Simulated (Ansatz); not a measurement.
Species: C$_{2}$H$_{3}$O$_{2}$, charge 0, doublet. C2H3O2 (SMILES CC([O])=O, doublet).
B3LYP-D3(BJ)/def2-TZVP minimum from Ansatz (a program for electronic structure):
```xyz
7

C     -0.2571     0.1715    -0.0005
O      0.2583     1.2978    -0.0129
O     -1.3300    -0.3709     0.0089
C      1.0547    -0.8686     0.0036
H      1.9946    -0.3339    -0.0052
H      0.9005    -1.4416     0.9132
H      0.8930    -1.4581    -0.8941
```
Charge 0, spin multiplicity 2.

Total energies in hartree (Ansatz). UHF or UKS for unpaired electrons; spin-orbit terms are left out. Cores are frozen in correlated methods. No relativity. Where a partner has so few electrons that a lower coupled-cluster level is exact, that level stands in. The T1 diagnostic of C2H3O2 (CC([O])=O, doublet) reaches 0.048 in the sets run.

```csv
species,HF/cc-pVTZ,CCSD(T)/cc-pVTZ,HF/cc-pVQZ,CCSD(T)/cc-pVQZ,CCSD(T)/cc-pVDZ,CCSDT(Q)/cc-pVDZ
"1: C2H3O2 (SMILES CC([O])=O, doublet)",-227.23979,-228.05750,-227.25683,-228.12706,-227.83025,-227.83570
2: C (triplet),-37.69157,-37.78076,-37.69331,-37.78654,-37.76038,-37.76071
3: O (triplet),-74.81176,-74.97396,-74.81729,-74.99357,-74.90995,-74.91013
4: H (doublet),-0.49981,-0.49981,-0.49995,-0.49995,-0.49928,-0.49928
```

Work out the atomisation energy (electronic, to ground-state atoms) in kcal/mol: take Hartree-Fock from cc-pVQZ, extrapolate the CCSD(T) correlation energy as X^-3 (X = 3, 4), and add CCSDT(Q) - CCSD(T) in cc-pVDZ. 1 hartree = 627.51 kcal/mol.


Species 1: correlation (64·(-0.87023) - 27·(-0.81771))/37 = -0.90856; step -0.00545; E1 = -227.25683 + (-0.90856) + (-0.00545) = -228.17084
Species 2: correlation (64·(-0.09323) - 27·(-0.08919))/37 = -0.09618; step -0.00033; E2 = -37.69331 + (-0.09618) + (-0.00033) = -37.78982
Species 3: correlation (64·(-0.17628) - 27·(-0.16220))/37 = -0.18655; step -0.00018; E3 = -74.81729 + (-0.18655) + (-0.00018) = -75.00402
Species 4: correlation (64·(0.00000) - 27·(0.00000))/37 = 0.00000; step +0.00000; E4 = -0.49995 + (0.00000) + (+0.00000) = -0.49995
-1·E1 +2·E2 +2·E3 +3·E4 = 1.08331 hartree = 679.8 kcal/mol.
